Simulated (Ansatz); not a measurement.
Input for Ansatz (development build ahead of 0.2.0):

```yaml
crystal:
  periodic: [false, false, false]
  atoms:
    - { symbol: B, position_ang: [0.0, 0.0, 0.0] }
    - { symbol: Na, position_ang: [1.03286, 1.37715, 2.98162] }
basis:
  gaussian: { orbitals: STO-3G }
total_charge: -1
magnetization:
  initial_magnetization: 1
hamiltonian:
  xc: hf
correlation:
  method: fci
  frozen_orbitals: { B: 1, Na: 1 }
```

The input is written out in the form of the current development build from the run's settings.

Results

```yaml
Converged: yes
Total_energy: -183.60112 hartree
State: lowest doublet root, of any spatial symmetry
```

Caution: no diffuse functions for an anion.
